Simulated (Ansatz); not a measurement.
# Nudged elastic band run: C2H3O2

Input:

```yaml
crystal:
  periodic: [false, false, false]
  atoms:
    - { symbol: C, position_ang: [-0.737303, 0.906221, -0.081337] }
    - { symbol: O, position_ang: [0.517186, 0.475183, 0.244586] }
    - { symbol: C, position_ang: [0.790389, -0.868513, 0.091914] }
    - { symbol: O, position_ang: [0.006657, -1.703662, -0.309768] }
    - { symbol: H, position_ang: [-1.466449, 0.185629, -0.447236] }
    - { symbol: H, position_ang: [-0.888993, 1.972944, 0.056695] }
    - { symbol: H, position_ang: [1.839713, -1.035902, 0.399546] }
magnetization:
  spin_polarized: true
  initial_magnetization: 1
basis:
  gaussian: { orbitals: "6-31G*" }
hamiltonian:
  xc: pbe
  dispersion: d4
neb:
  order_check: false
  images: 7
  f_tol: 0.05
  max_iterations: 60
  initial_path: idpp
  final_atoms:
    - { symbol: C, position_ang: [-0.71968452, 0.9297684, 0.04518974] }
    - { symbol: O, position_ang: [0.56649167, 0.46867287, 0.13195714] }
    - { symbol: C, position_ang: [0.7869693, -0.88944859, 0.0466128] }
    - { symbol: O, position_ang: [1.89237312, -1.36386084, 0.1470317] }
    - { symbol: H, position_ang: [-1.51378572, 0.23744344, -0.24875181] }
    - { symbol: H, position_ang: [-0.79538669, 2.01067131, -0.04536679] }
    - { symbol: H, position_ang: [-0.15577716, -1.46134659, -0.12227279] }
```

Command:

```bash
$ ansatz run input.yaml --threads 1 --pin off --max-ram 2048MiB --backend cpu --events-out ev --progress --plain --runs-dir out
```

Output, in part (warnings, iteration lines, the closing report on the highest movable image, with atoms numbered from 0):

```
NEB end point (image 0): max|allowed force component| = 3.916e-3 eV/Å (the criterion of neb.relax_end_points is 1.000e-2)
NEB end point (image 8): max|allowed force component| = 1.219e-2 eV/Å (the criterion of neb.relax_end_points is 1.000e-2)
NEB iter   1: max|band force component| = 9.897e-1 eV/Å  barrier→ = 0.6607 eV  barrier← = 0.4768 eV  Δτ_max = 0.1044 Å  (293 SCF iters)
NEB iter   2: max|band force component| = 6.819e-1 eV/Å  barrier→ = 0.6204 eV  barrier← = 0.4364 eV  Δτ_max = 0.2000 Å  (235 SCF iters)
NEB iter   3: max|band force component| = 2.580e0 eV/Å  barrier→ = 0.9862 eV  barrier← = 0.8022 eV  Δτ_max = 0.1009 Å  (257 SCF iters)
NEB iter   4: max|band force component| = 1.351e0 eV/Å  barrier→ = 0.6060 eV  barrier← = 0.4220 eV  Δτ_max = 0.1004 Å  (249 SCF iters)
NEB iter   5: max|band force component| = 3.644e-1 eV/Å  barrier→ = 0.5762 eV  barrier← = 0.3922 eV  CI = image 4  Δτ_max = 0.1912 Å  (230 SCF iters)
NEB iter   6: max|band force component| = 3.310e-1 eV/Å  barrier→ = 0.5990 eV  barrier← = 0.4150 eV  CI = image 4  Δτ_max = 0.0625 Å  (245 SCF iters)
NEB iter   7: max|band force component| = 1.692e-1 eV/Å  barrier→ = 0.5997 eV  barrier← = 0.4157 eV  CI = image 4  Δτ_max = 0.0237 Å  (227 SCF iters)
NEB iter   8: max|band force component| = 1.363e-1 eV/Å  barrier→ = 0.5984 eV  barrier← = 0.4144 eV  CI = image 4  Δτ_max = 0.0251 Å  (220 SCF iters)
NEB iter   9: max|band force component| = 8.461e-2 eV/Å  barrier→ = 0.5969 eV  barrier← = 0.4129 eV  CI = image 4  Δτ_max = 0.0212 Å  (224 SCF iters)
NEB iter  10: max|band force component| = 1.238e-1 eV/Å  barrier→ = 0.5967 eV  barrier← = 0.4127 eV  CI = image 4  Δτ_max = 0.0106 Å  (221 SCF iters)
NEB iter  11: max|band force component| = 1.497e-1 eV/Å  barrier→ = 0.5966 eV  barrier← = 0.4126 eV  CI = image 4  Δτ_max = 0.0053 Å  (224 SCF iters)
NEB iter  12: max|band force component| = 6.428e-2 eV/Å  barrier→ = 0.5965 eV  barrier← = 0.4125 eV  CI = image 4  Δτ_max = 0.0046 Å  (225 SCF iters)
NEB iter  13: max|band force component| = 1.458e-2 eV/Å  barrier→ = 0.5964 eV  barrier← = 0.4124 eV  CI = image 4  Δτ_max = 0.0000 Å  (399 SCF iters)
Total energy: -6207.51778678 eV, -228.1220710576 hartree
Atom 0 at    -0.639385     0.902607     0.401528 Å, force    -0.001992    -0.005749    -0.001436 eV/Å
Atom 1 at     0.476420     0.489691    -0.302972 Å, force     0.005542     0.007750    -0.010506 eV/Å
Atom 2 at     0.742779    -0.876745    -0.305918 Å, force    -0.008275     0.002738     0.013854 eV/Å
Atom 3 at     0.330503    -1.634373    -1.145432 Å, force     0.000501     0.000997    -0.003058 eV/Å
Atom 4 at    -1.496605     0.221782     0.422770 Å, force     0.003285     0.002484     0.000651 eV/Å
Atom 5 at    -0.775127     1.983642     0.355345 Å, force    -0.000420    -0.005168     0.001587 eV/Å
Atom 6 at     1.422615    -1.154704     0.529079 Å, force     0.001359    -0.003051    -0.001092 eV/Å
Dipole moment:     0.001837     0.140092     0.308954 e Å
```

The run converged. A vibrational analysis at the climbing image gives one clearly imaginary mode, 298i cm⁻¹: a first-order saddle point.

Final band (atoms are numbered from 1 in the order of the input):

| image | path coordinate (Å) | energy (kcal/mol) | dihedral C1–O2–C3–O4 (°) |
| --- | --- | --- | --- |
| 0 | 0.00 | 0.0 | 0 |
| 1 | 0.39 | 0.7 | 7 |
| 2 | 0.78 | 3.4 | 23 |
| 3 | 1.16 | 10.2 | 56 |
| 4 | 1.55 | 13.8 | 91 |
| 5 | 2.08 | 10.7 | 124 |
| 6 | 2.62 | 6.7 | 151 |
| 7 | 3.15 | 4.8 | 169 |
| 8 | 3.68 | 4.2 | -178 |

Run time: 6.3 min on 1 thread of Intel(R) Xeon(R) Processor @ 2.50GHz (Skylake/Cascade Lake) (shared host), peak memory 0.14 GiB.
